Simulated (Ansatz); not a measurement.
# PNH3 (doublet): relaxing a cheap start

Aim: relax a generated start of PNH3 (doublet) and see which bonds hold.

Computed with Ansatz 0.2.0, Gaussian basis. Level: UKS PBE0/def2-TZVP.

**1. Starting geometry**

5 atoms, charge 0, spin multiplicity 2.

Atoms are counted from 1 here; the program's logs count them from 0.

Bond lengths: N1–P2 1.695 Å, N1–H3 1.010 Å, N1–H4 1.010 Å, P2–H5 1.402 Å. Angles: P2–N1–H3 118.6°, P2–N1–H4 114.5°, H3–N1–H4 111.5°, N1–P2–H5 93.8°.

The start was built by rule and, where that kept it together, relaxed with GFN2-xTB. Sticks and bond lists go by distance. 

**2. Relaxation**

in.yaml reads:

```yaml
crystal:
  periodic: [false, false, false]
  atoms:
    - {symbol: N, position_ang: [-1.079406, 0.122788, -0.240037]}
    - {symbol: P, position_ang: [0.562465, -0.105498, 0.113474]}
    - {symbol: H, position_ang: [-1.520977, 0.984226, 0.048195]}
    - {symbol: H, position_ang: [-1.664665, -0.676362, -0.042867]}
    - {symbol: H, position_ang: [0.901059, 1.227743, -0.156726]}
basis:
  gaussian: {orbitals: def2-TZVP}
magnetization: {spin_polarized: true, initial_magnetization: 1}
hamiltonian: {xc: pbe0}
relax: {f_tol: 0.004, max_steps: 80}
```

Run with:

```sh
ansatz run in.yaml --threads 1 --pin off --events-out ev --progress --plain --max-ram 2176MiB
```

**Question.** What will these runs give? Wanted: energy gained; shift from the start; total energy; dipole moment; ⟨S²⟩.

The runs gave:

| quantity | value |
| --- | --- |
| steps | 7 |
| energy gained | 0.027 eV |
| shift from the start (rms) | 0.082 Å |
| total energy | -10822.4542 eV |
| dipole moment | 2.11 D |
| ⟨S²⟩ | 0.757 |

In words: The bonds of the start are those of the end. P2–H5 went from 1.402 to 1.423 Å. No vibrations were run, so this is a stationary point, not a proven minimum, and this spin need not be the ground state's.
